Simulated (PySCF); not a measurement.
(CH3)3SiOH, optimised at GFN2-xTB:

```xyz
15

C      1.4898    -0.3236    -0.9685
Si    -0.0100    -0.2162     0.2050
C     -1.6165    -0.7193    -0.6713
C     -0.1201     1.5550     0.9045
O      0.1201    -1.3130     1.4169
H      1.3753     0.3318    -1.8254
H      2.4122    -0.0416    -0.4675
H      1.6196    -1.3337    -1.3457
H     -2.4613    -0.6750     0.0082
H     -1.8311    -0.0661    -1.5108
H     -1.5532    -1.7347    -1.0483
H     -0.2983     2.2842     0.1213
H      0.7967     1.8436     1.4119
H     -0.9308     1.6423     1.6220
H      0.8516    -1.2954     2.0280
```

Energies from PySCF (xtb for GFN2), thermal terms from the rigid-rotor harmonic-oscillator model, ideal gas at 1 bar. 6-31G* has spherical d functions here. All species are closed-shell singlets. B3LYP is the form with VWN-RPA correlation.

Problem. List the harmonic frequencies (cm⁻¹, unscaled) at this level and at the other levels, each on its own geometry.

Solution. 
- GFN2-xTB: 78, 101, 110, 158, 168, 206, 219, 241, 253, 628, 731, 741, 768, 780, 795, 805, 812, 860, 877, 912, 1376, 1381, 1384, 1485, 1488, 1492, 1495, 1497, 1498, 3028, 3031, 3040, 3042, 3050, 3051, 3053, 3056, 3059, 3669
- B3LYP/6-31G*: 127, 146, 160, 174, 190, 212, 236, 275, 284, 595, 684, 696, 698, 757, 779, 798, 847, 885, 916, 952, 1331, 1331, 1340, 1487, 1492, 1493, 1499, 1502, 1510, 3036, 3038, 3046, 3102, 3105, 3115, 3116, 3118, 3124, 3799
- HF/6-31G*: 137, 153, 165, 178, 202, 220, 249, 292, 307, 631, 729, 741, 749, 808, 837, 857, 901, 946, 975, 1006, 1455, 1456, 1463, 1598, 1603, 1603, 1610, 1611, 1619, 3178, 3181, 3188, 3238, 3242, 3251, 3252, 3254, 3262, 4125
- PBE/def2-SVP: 127, 147, 159, 164, 187, 214, 226, 264, 268, 587, 648, 658, 670, 716, 732, 761, 796, 829, 858, 904, 1214, 1217, 1224, 1373, 1378, 1379, 1386, 1388, 1396, 2966, 2968, 2976, 3059, 3061, 3070, 3070, 3074, 3077, 3766
- PBE0/def2-TZVP: 129, 147, 165, 167, 194, 210, 233, 276, 284, 613, 668, 685, 695, 740, 758, 794, 816, 858, 886, 931, 1273, 1275, 1282, 1440, 1444, 1445, 1452, 1455, 1463, 3041, 3043, 3050, 3119, 3122, 3129, 3129, 3133, 3136, 3930
